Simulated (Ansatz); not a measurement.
**HAl–CH⁺, triplet: reading a ladder of total energies**

Geometry: that of the HAl–CH, doublet, kept fixed.

```tsv
atom	x (Å)	y (Å)	z (Å)
Al	0.0000	-0.1078	0.5675
C	0.0000	0.1965	-1.2432
H	0.0000	0.8566	1.8248
H	0.0000	-0.3133	-2.2039
```

Basis 6-31G; Ansatz 0.2.0. Only valence electrons are correlated (noble-gas cores frozen), which leaves 8 electrons in 20 orbitals. R marks a restricted (for open shells ROHF) determinant, U an unrestricted one.

Full CI is exact within this basis and frozen core; it isn't the basis-set limit. The frozen core follows each run's orbitals, which can shift R against U totals by a few meV.

Runs differ by some tens of microhartree through their thresholds and, for an open shell, their frozen cores, so steps under 0.1 kcal/mol mean nothing.

```
    level  total energy (hartree)
      UHF             -280.522492
     UMP2             -280.599056
    UCCSD             -280.622377
 UCCSD(T)             -280.624341
   UCCSDT             -280.625079
UCCSDT(Q)             -280.625240
  UCCSDTQ             -280.625248
  full CI             -280.625229
```

Q: What is the correlation energy at full CI, and what share of it do UMP2 and UCCSD(T) recover?

A: E(corr) = -280.625229 − (-280.522492) = -0.102737 hartree = -2.796 eV. UMP2: -0.076564 / -0.102737 = 74.52 %. UCCSD(T): -0.101849 / -0.102737 = 99.14 %.

Q: By how many kcal/mol does UCCSD(T) miss full CI (1 hartree = 627.509 kcal/mol), and which steps make up the rest?

A: -280.624341 − (-280.625229) = 0.000888 hartree = 0.56 kcal/mol. Steps: UCCSDT − UCCSD(T) = -0.46, UCCSDT(Q) − UCCSDT = -0.10, UCCSDTQ − UCCSDT(Q) = -0.01, full CI − UCCSDTQ = 0.01 kcal/mol. That is within 1 kcal/mol of the reference in this basis, which itself misses far more of the correlation at the basis-set limit.
